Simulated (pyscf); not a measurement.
Optimised with ωB97X-D3(BJ)/def2-SVP in PySCF.

Question: Estimate the classical barrier height and the reaction energy of HO–SiH₂–F (SMILES O[SiH2]F) + NH₃ (SMILES N) → H₂O (SMILES O) + H₂N–SiH₂–F (SMILES N[SiH2]F) at HF/def2-TZVP. The step runs on the singlet surface, breaks O–Si, H–N and forms H–O, N–Si; take the separated reactants as zero.

Answer: ΔE‡ = 179.9 kJ/mol, ΔE = +48.2 kJ/mol. CCSD(T)/def2-TZVPP + ΔMP2(QZVPP) gives 111.3 kJ/mol and +39.5 kJ/mol. Zero-point energy shifts the barrier by +0.8 kJ/mol. It is a four-centre exchange, with an imaginary mode of 1136i cm⁻¹. On the reactant side the descent ends in an adduct with a N–Si contact, 18.5 kJ/mol under the separated species and 115.9 kJ/mol under the saddle at ωB97X-D3(BJ)/def2-TZVP. On the product side the descent ends in a complex, 19.4 kJ/mol under the separated species and 76.8 kJ/mol under the saddle at ωB97X-D3(BJ)/def2-TZVP. What is counted as formed (N–Si) is already present as a longer contact in the reactant adduct; forming that adduct is a step of its own. At ωB97X-D3(BJ) the barrier from the zero used here is 97.4 kJ/mol. This is the saddle that the search found; another between the same sides may lie lower. The CCSD(T) − MP2 part came from Ansatz, without density fitting, on the same reference.
